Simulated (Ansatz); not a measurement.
# H2Al–AlH2, singlet in cc-pVDZ: errors against RCCSDTQ

Geometry: a point of a stretch scan, not a stationary point.

```xyz
6

Al    0.0000    0.0000    1.8320
Al    0.0000    0.0000   -1.8320
H     0.0000    1.3533    2.6758
H     0.0000   -1.3533    2.6758
H     0.0000    1.3533   -2.6758
H     0.0000   -1.3533   -2.6758
```

Basis cc-pVDZ; Ansatz 0.2.0. Correlated methods freeze the noble-gas cores, which leaves 10 electrons in 46 orbitals. R marks a restricted (for open shells ROHF) determinant. Active spaces: pair = (2e, 2o) about the gap.

Full CI isn't at hand for all of this; RCCSDTQ serves as the reference, and is uncertain by the last step of the cluster series or more.

The UHF ⟨S²⟩ is 0.368 and the T1 diagnostic (RCCSD) is 0.0141. The largest doubles amplitude (RCCSD) is 0.180.

Task: From what is known of these methods and the diagnostics, rank them by the size of their error in total energy against RCCSDTQ in cc-pVDZ, smallest first (an estimate: the text doesn't fix the numbers).
A. RMP2
B. NEVPT2 (pair space)
C. RCCSD(T)
D. RCCSDT
E. MRCISD (pair space)

Result: D (0.8 kJ/mol), C (4.6 kJ/mol), E (38.9 kJ/mol), B (115.4 kJ/mol), A (129.6 kJ/mol).

All errors are against RCCSDTQ in cc-pVDZ. Within each family the higher level lies nearer, as is usual though not guaranteed.
